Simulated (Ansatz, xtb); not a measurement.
**Relative energy of two isomers of CH3NS−**

Structure I: the doublet with the links of `[NH]C[S-]`. Structure II: the doublet with the links of `C[N][S-]`. Both are isolated ions in the gas phase, relaxed with r2SCAN-D4/def2-SVPD, each in the lowest conformer that the search found.

**Question.** Estimate E(II) − E(I) at the level CCSD(T)/def2-SVPD + ΔMP2/def2-TZVPPD.

**Answer.** Calculated at CCSD(T)/def2-SVPD + ΔMP2/def2-TZVPPD: E(II) − E(I) = −4.9 kcal/mol, so structure II lies lower.

How the difference moves with the method:

| level | geometry | E(II) − E(I) (kcal/mol) | departure from the last row (kcal/mol) | job, with rough time for the two |
| --- | --- | --- | --- | --- |
| GFN2-xTB | GFN2-xTB | −11.9 | −7.0 | optimisation, 0.1 s |
| HF/STO-3G | GFN2-xTB | −18.8 | −13.9 | single point, 0.24 s |
| r2SCAN-D4/def2-SVPD//GFN2-xTB | GFN2-xTB | −6.0 | −1.1 | single point, 4.2 s |
| r2SCAN-D4/def2-SVPD | r2SCAN-D4/def2-SVPD | −1.7 | +3.2 | optimisation, 78 s |
| HF/def2-SVPD | r2SCAN-D4/def2-SVPD | +2.2 | +7.2 | part of the CCSD(T) run |
| MP2/def2-SVPD | r2SCAN-D4/def2-SVPD | −2.3 | +2.6 | part of the CCSD(T) run |
| CCSD(T)/def2-SVPD | r2SCAN-D4/def2-SVPD | −2.6 | +2.3 | single point |
| CCSD(T)/def2-SVPD + ΔMP2/def2-TZVPPD | r2SCAN-D4/def2-SVPD | −4.9 |  | single point, 32 s |

As drawn, II has 1 N–S, 1 C–H in place of 1 C–S, 1 N–H.

HF/def2-SVPD puts the two in the other order. The largest departure from CCSD(T)/def2-SVPD + ΔMP2/def2-TZVPPD is that of HF/STO-3G, 13.9 kcal/mol. The last row adds to CCSD(T) the change of the MP2 difference between the two basis sets, here −2.3 kcal/mol.

With harmonic frequencies from r2SCAN-D4/def2-SVPD (ideal gas, rigid rotor, one conformer each, 298.15 K, 1 atm): on the last row, ΔE + ΔZPE = −5.4, ΔH = −5.2, ΔG = −5.7 kcal/mol.

Open shells are spin-unrestricted. The correlated steps freeze 7 core orbitals. Mirror images aren't counted in ΔG. Run with Ansatz 0.2.0, xtb 6.7.1; the last row on 2 threads of Arm Neoverse V1 on a shared host.
